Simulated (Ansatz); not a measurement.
`ClC1(Cl)CO1`. Total charge 0; spin multiplicity 1. All single points use the PBE0-D4/def2-TZVP geometry.

```xyz
7

Cl   -0.925   -1.176    1.510
C    -0.325    0.122    0.504
Cl   -0.030    1.583    1.419
C     0.445   -0.167   -0.693
O    -0.926    0.277   -0.714
H     0.595   -1.202   -0.984
H     1.167    0.564   -1.042
```

What is the dipole moment at ωB97M-V/def2-TZVPP? (Best estimate.)

Ansatz gave: 2.09 D, with components (1.79, -0.61, -0.89) D in this frame, pointing from negative to positive charge.

And with PBE, r2SCAN, B3LYP? (Estimate.)

Ansatz gave: PBE 1.97 D, r2SCAN 2.08 D, B3LYP 2.09 D.

Give the Mulliken charges with ωB97M-V, r2SCAN, PBE in def2-TZVPP. (An estimate is asked.)

Ansatz gave: 
| atom | ωB97M-V | r2SCAN | PBE |
| --- | --- | --- | --- |
| Cl1 | -0.04 | -0.09 | -0.07 |
| C2 | 0.16 | 0.28 | 0.20 |
| Cl3 | -0.04 | -0.09 | -0.07 |
| C4 | -0.05 | 0.02 | -0.04 |
| O5 | -0.27 | -0.27 | -0.21 |
| H6 | 0.12 | 0.08 | 0.10 |
| H7 | 0.12 | 0.08 | 0.10 |

B3LYP here is the variant with VWN-RPA as its local correlation; programs differ in this.
